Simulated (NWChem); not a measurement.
System: NO cation

All runs: NWChem. The level has its own optimisation; frequencies are unscaled.

### Question
What does the run give for Hartree-Fock/aug-pcseg-1? Quantities: r N–O (Å); highest harmonic frequency (cm⁻¹); zero-point energy (kcal/mol).

### Answer
```yaml
r N–O (Å): 1.034
highest harmonic frequency (cm⁻¹): 2870
zero-point energy (kcal/mol): 4.1
```
